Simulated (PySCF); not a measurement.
A species of formula C5H7F has this rotational fingerprint, computed with PBE0-D3(BJ)/def2-SVP geometry optimisation, gas phase (PySCF 2.14.0):

```
Rotational constants : A = 6981, B = 3258, C = 2417 MHz
Dipole components    : |μa| = 1.86 D, |μb| = 0.17 D, |μc| = 0.73 D
Inertial defect      : -18.46 u·Å²
κ                    : -0.63
```

Question: Which candidate fits, each taken in the one conformer that was computed?
A. `[F:1][C@H:2]1[CH:3]=[CH:4][CH2:5][CH2:6]1` with F1–C2–C3–C4 134°, C3–C4–C5–C6 -12°, C4–C5–C6–C2 19°, F1–C2–C6–C5 -141°
B. `[CH2:1]=[C:2]([CH3:3])/[CH:4]=[CH:5]\[F:6]` with C1–C2–C4–C5 180°
C. `[CH2:1]=[C:2]=[CH:3][C@@H:4]([CH3:5])[F:6]` with C2–C3–C4–C5 120°

Answer: A. It is F[C@H]1C=CCC1, an asymmetric top, point group C1. The candidates at the same level (rigid rotor, commonest isotopes):

```tsv
SMILES	A (MHz)	B (MHz)	C (MHz)	μa (D)	μb (D)	μc (D)	Δ (u·Å²)	point group	rotor
F[C@H]1C=CCC1	6981	3258	2417	1.86	0.17	0.73	-18.46	C1	asymmetric top
C=C(C)/C=C\F	7089	2498	1868	0.13	0.84	0.00	-3.13	Cs	asymmetric top
C=C=C[C@@H](C)F	7814	1876	1645	0.94	1.54	0.28	-26.87	C1	near-prolate asymmetric top
```

`C=C(C)/C=C\F` has B 23 % too low; `C=C=C[C@@H](C)F` has B 42 % too low. No structure here is proved a minimum.
